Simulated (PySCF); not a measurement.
# triplet COF2: levels of theory compared

We compute a comparison of 6 runs (U-wB97X/aug-cc-pVDZ, UBHLYP/aug-cc-pVDZ, UM06-L/aug-cc-pVDZ, UPBE/aug-cc-pVDZ, UPBE0/aug-cc-pVDZ, USVWN5/aug-cc-pVDZ) of triplet COF2. Input form: a Python script.

The results are computed with PySCF 2.14.0.

2 further runs of the same task are left out: 2 set aside as unsound or not needed.

## (1) The system as given

COF2 has 4 atoms, charge 0, and is taken as a triplet. As SMILES of the parent species, `O=C(F)F`. The shape is that of a PBE0-D4/def2-TZVP optimisation. That shape belongs to the parent species and isn't relaxed for this state.

Bond lengths: O1–C2 1.169 Å, C2–F3 1.309 Å, C2–F4 1.309 Å. Angles: O1–C2–F3 126.1°, O1–C2–F4 126.1°, F3–C2–F4 107.8°.

## (2) A single-point energy at U-wB97X/aug-cc-pVDZ (run 1)

The input, run.py:

```python
from pyscf import gto, dft

system = gto.M(
    atom='''
O     -2.348287    -0.297443     0.290848
C     -0.173534    -0.021978     0.021486
F      1.597745    -1.562180     0.802510
F      0.924057     1.881600    -1.114863
''',
    max_memory=1860,
    basis='aug-cc-pvdz',
    charge=0,
    verbose=3,
    spin=2,
    unit='bohr',
)

calc0 = dft.UKS(system, xc='wb97x')
calc0.grids.level = 5
calc0.conv_tol = 1e-10
calc0.kernel()
if not calc0.converged:
    calc0 = calc0.newton().run(calc0.mo_coeff, calc0.mo_occ)

etot = calc0.e_tot
print(f'total energy: {etot:.8f} hartree')
```

Run with:

```
OMP_NUM_THREADS=1 python run.py
```

The program printed:

```text
WARN: HOMO 0.0296678279810978 >= LUMO -0.454902223334234

converged SCF energy = -312.740950754081  <S^2> = 2.0062428  2S+1 = 3.004159
total energy: -312.74095075 hartree
```

It took 33 s on 1 thread of Arm Neoverse V1, shared host; peak memory 0.46 GiB.

## (3) The energy at UBHLYP/aug-cc-pVDZ (run 2)

The input, calc.py:

```python
from pyscf import gto, dft

mol = gto.M(
    atom='O -1.242660 -0.157400 0.153910; C -0.091830 -0.011630 0.011370; F 0.845490 -0.826670 0.424670; F 0.488990 0.995700 -0.589960',
    max_memory=1860,
    verbose=3,
    basis='aug-cc-pvdz',
    spin=2,
)

myscf = dft.UKS(mol)
myscf.xc = 'bhandhlyp'
myscf.grids.level = 5
myscf.conv_tol = 1e-10
myscf.kernel()
if not myscf.converged:
    myscf = myscf.newton().run(myscf.mo_coeff, myscf.mo_occ)

e_tot = myscf.e_tot
print(f'total energy: {e_tot:.8f} hartree')
```

Run with:

```
OMP_NUM_THREADS=1 python calc.py
```

The program printed:

```text
WARN: HOMO 0.00679455293151735 >= LUMO -0.456148715206722

WARN: HOMO -0.23968956776566 >= LUMO -0.409723431162989

WARN: HOMO -0.144819441539662 >= LUMO -0.289764666390525

WARN: HOMO -0.157591924417216 >= LUMO -0.235442872876558

WARN: HOMO -0.189532943759847 >= LUMO -0.198700048266822

WARN: HOMO -0.195479763521853 >= LUMO -0.202859648002289

WARN: HOMO -0.196223097272243 >= LUMO -0.198960904962024

WARN: HOMO -0.196191178105778 >= LUMO -0.198602816450004

WARN: HOMO -0.196243405606437 >= LUMO -0.198607079279683

WARN: HOMO -0.196269463602414 >= LUMO -0.198600162656777

WARN: HOMO -0.196269213796421 >= LUMO -0.198599492804024

WARN: HOMO -0.196269167449845 >= LUMO -0.198599061840617

WARN: HOMO -0.196269002947256 >= LUMO -0.198598811227475

converged SCF energy = -312.691368130646  <S^2> = 2.0084921  2S+1 = 3.005656
total energy: -312.69136813 hartree
```

Wall time 24 s (1 thread of Arm Neoverse V1, shared host); peak memory 0.46 GiB.

Run 3 isn't shown in full; the table further down has it.

## (4) The energy at UPBE/aug-cc-pVDZ (run 4)

The input, job.py:

```python
from pyscf import gto, dft

molecule = gto.M(
    atom='O -1.242660 -0.157400 0.153910; C -0.091830 -0.011630 0.011370; F 0.845490 -0.826670 0.424670; F 0.488990 0.995700 -0.589960',
    charge=0,
    spin=2,
    verbose=4,
    max_memory=1860,
    basis='aug-cc-pvdz',
)

mf = dft.UKS(molecule, xc='pbe')
mf.conv_tol = 1e-10
mf.grids.level = 5
mf.kernel()
if not mf.converged:
    mf = mf.newton().run(mf.mo_coeff, mf.mo_occ)

e_final = mf.e_tot
print(f'total energy: {e_final:.8f} hartree')
```

Run with:

```
OMP_NUM_THREADS=1 python job.py
```

The program printed:

```text
PySCF version 2.14.0

[... 62 lines left out ...]
[... the frontier-level lines of each cycle are left out ...]
[... 17 lines left out ...]
[... 17 lines left out ...]
[... 17 lines left out ...]
[... 1 line left out ...]
cycle= 11 E= -312.514037563307  delta_E= -5.08e-10  |g|= 4.22e-06  |ddm|= 2.55e-05


cycle= 12 E= -312.51403756331  delta_E= -2.56e-12  |g|= 2.6e-06  |ddm|= 4.57e-06


Extra cycle  E= -312.51403756329  delta_E= 1.93e-11  |g|= 7.26e-06  |ddm|= 7.38e-06
converged SCF energy = -312.51403756329  <S^2> = 2.0037065  2S+1 = 3.00247
total energy: -312.51403756 hartree
```

It took 23 s on 1 thread of Arm Neoverse V1, shared host; peak memory 0.46 GiB.

Run 5 isn't shown in full; the table further down has it.

## (5) A single-point energy at USVWN5/aug-cc-pVDZ (run 6)

The input, job.py:

```python
from pyscf import gto, dft

mol = gto.M(
    atom='''
O     -2.348287    -0.297443     0.290848
C     -0.173534    -0.021978     0.021486
F      1.597745    -1.562180     0.802510
F      0.924057     1.881600    -1.114863
''',
    unit='bohr',
    max_memory=1860,
    basis='aug-cc-pvdz',
    spin=2,
    verbose=3,
)

mf = dft.UKS(mol)
mf.xc = 'svwn'
mf.conv_tol = 1e-10
mf.grids.level = 5
mf.kernel()
if not mf.converged:
    mf = mf.newton().run(mf.mo_coeff, mf.mo_occ)

etot = mf.e_tot
print(f'total energy: {etot:.8f} hartree')
```

Run with:

```
OMP_NUM_THREADS=1 python job.py
```

The program printed:

```text
WARN: HOMO -0.0539235070647308 >= LUMO -0.39530618417466

WARN: HOMO -0.0672429262607031 >= LUMO -0.268844999624842

WARN: HOMO -0.0725279927281797 >= LUMO -0.343714360507101

WARN: HOMO -0.0684176853944107 >= LUMO -0.335510607519018

WARN: HOMO -0.0736648365381081 >= LUMO -0.338104616990409

WARN: HOMO -0.0719870132199105 >= LUMO -0.33708055868045

WARN: HOMO -0.0726650544133145 >= LUMO -0.337620443768904

WARN: HOMO -0.0725427021749097 >= LUMO -0.33749880267964

WARN: HOMO -0.0725500663131804 >= LUMO -0.337507899195752

WARN: HOMO -0.0725494997246932 >= LUMO -0.337507285065829

WARN: HOMO -0.0725486993858908 >= LUMO -0.337506193588819

WARN: HOMO -0.0725488701070436 >= LUMO -0.337506750941015

WARN: HOMO -0.0725488626664994 >= LUMO -0.337506422611208

converged SCF energy = -310.681665667383  <S^2> = 2.0025792  2S+1 = 3.001719
total energy: -310.68166567 hartree
```

Wall time 16 s (1 thread of Arm Neoverse V1, shared host); peak memory 0.32 GiB.

## (6) All runs side by side

| run | level | energy (Eh) | dipole moment (D) | HOMO energy (eV) | ⟨S²⟩ | wall time |
| --- | --- | --- | --- | --- | --- | --- |
| 1 | U-wB97X/aug-cc-pVDZ | -312.740951 | 0.59 | -6.12 | 2.006 | 33 s |
| 2 | UBHLYP/aug-cc-pVDZ | -312.691368 | 0.76 | -5.34 | 2.008 | 24 s |
| 3 | UM06-L/aug-cc-pVDZ | -312.773097 | 0.33 | -2.03 | 2.007 | 63 s |
| 4 | UPBE/aug-cc-pVDZ | -312.514038 | 0.02 | -1.91 | 2.004 | 23 s |
| 5 | UPBE0/aug-cc-pVDZ | -312.509971 | 0.52 | -3.65 | 2.006 | 23 s |
| 6 | USVWN5/aug-cc-pVDZ | -310.681666 | 0.09 | -1.97 | 2.003 | 16 s |

## (7) What came out

| quantity | value |
| --- | --- |
| run 6: total energy | -310.68167 Eh |
| run 6: dipole moment | 0.09 D |
| run 6: HOMO energy (highest over α and β) | -1.97 eV |
| run 6: ⟨S²⟩ | 2.003 |

**Reading.** The dipole moment (its size) runs from 0.02 D (UPBE/aug-cc-pVDZ) to 0.76 D (UBHLYP/aug-cc-pVDZ). Totals of different functionals can't be ranked against each other. All runs together took 3 min, the longest 63 s.
